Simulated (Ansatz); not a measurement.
C3H4ClN (`ClC1=NCC1`), relaxed with RKS PBE0-D4/def2-TZVP in Ansatz 0.2.0 from a PBE-D4/def2-SVP geometry. The force threshold is 0.005 eV/Å; the program also tests the step.

Charge 0, multiplicity 1.

Start:

```xyz
9

Cl   -1.589    2.125    0.768
C    -0.735    0.666    0.407
N    -1.019   -0.529    0.804
C     0.181   -1.019    0.041
C     0.497    0.434   -0.422
H    -0.099   -1.730   -0.763
H     0.935   -1.488    0.705
H     0.398    0.649   -1.505
H     1.431    0.891   -0.037
```

**Question.** How much energy does the relaxation release, and in how many steps? (Best estimate.)

**Answer.** The calculation gave: 0.05 eV, in 5 steps.

**Question.** Which bonds change most? (Estimate.)

**Answer.** Ansatz gave: Cl1–C2 from 1.729 to 1.710 Å; C2–N3 from 1.291 to 1.272 Å; C4–H6 from 1.109 to 1.091 Å; C4–H7 from 1.109 to 1.091 Å.

**Question.** Give the relaxed structure. (An estimate is asked.)

**Answer.** Ansatz gave: 
```xyz
9

Cl   -1.576    2.102    0.763
C    -0.728    0.662    0.403
N    -1.006   -0.516    0.793
C     0.183   -1.013    0.039
C     0.494    0.430   -0.419
H    -0.096   -1.710   -0.753
H     0.923   -1.471    0.696
H     0.394    0.638   -1.484
H     1.413    0.877   -0.037
```
